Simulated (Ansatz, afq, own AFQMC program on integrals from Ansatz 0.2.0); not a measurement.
**BH2, doublet: AFQMC among the cluster methods**

```xyz
3

B     0.0000   -0.0800    0.0000
H     0.0000    0.4291   -1.0770
H     0.0000    0.4291    1.0770
```

Basis cc-pVDZ. Only valence electrons are correlated. Integrals, coupled cluster, full CI and functionals: Ansatz 0.2.0; the random walks run on the same integrals in our own AFQMC program. The CISD trial takes its coefficients from CCSD amplitudes. Released means that phaseless walkers are propagated on without the constraint, phases kept. Free AFQMC starts from the CCSD state and is never constrained. Its projection time is finite, and what remains of the start isn't in its error. Uncertainties: one standard error, sampling alone.

Determinant: UHF, the one that the program's search chose, which needn't be the lowest solution. The geometry is a PBE0/def2-TZVP stationary point of this or a neighbouring charge and spin state.

Full CI on the same integrals is exact in this basis and with this determinant's frozen core.

```
T1 diagnostic                               : 0.0079
weight of the determinant in the CISD state : 0.953
⟨S²⟩ of the determinant                     : 0.753
size of the correlated space                : 5 electrons in 23 orbitals
```

```json
{"level": "MP2", "correlation energy (eV)": "-1.8062"}
{"level": "CCSD", "correlation energy (eV)": "-2.3456"}
{"level": "CCSD(T)", "correlation energy (eV)": "-2.3773"}
```

Question: Estimate where AFQMC with the constraint released lies against CCSD(T) on the same integrals.

Answer: 1.0 ± 0.05 kJ/mol below CCSD(T).

Reference: full CI, correlation energy -2.388 eV. The released energy is read at 2.40 1/Eh (meV from the phaseless value at times in 1/Eh: -0.8 ± 0.6 at 0.24, -1.3 ± 0.4 at 0.51, -2.1 ± 0.5 at 0.99, -2.8 ± 0.4 at 1.62, -2.8 ± 0.5 at 2.40).

| level | E − E(reference) (kJ/mol) | share of correlation (%) |
| --- | --- | --- |
| CCSD(T) | 1.0 | 99.55 |
| CCSDT | 0.1 | 99.97 |
| CCSDT(Q) | 0.0 | 100.00 |
| CCSDTQ | 0.0 | 100.00 |
| ph-AFQMC/HF | 0.3 ± 1.0 | 99.85 |
| ph-AFQMC/CISD | 0.2 ± 0.06 | 99.89 |
| released AFQMC | 0.0 ± 0.05 | 100.01 |
| free AFQMC | 0.0 ± 0.04 | 100.01 |

CCSDT and higher add their correlation energy to the determinant of the CCSD(T) run, since their own runs factorise the integrals more tightly (a shift of under 2 meV). Free projections are given only where their last times agree within the noise and don't stop above the reference; a slow remainder of the start can still hide under it. A walk keeps the symmetry of its determinant, which the program's search chose and which needn't be the lowest solution, so a lower state of the same spin and another symmetry isn't excluded. Released energies are given only where the last usable release times agree within the noise; a slower fall can still hide under it.
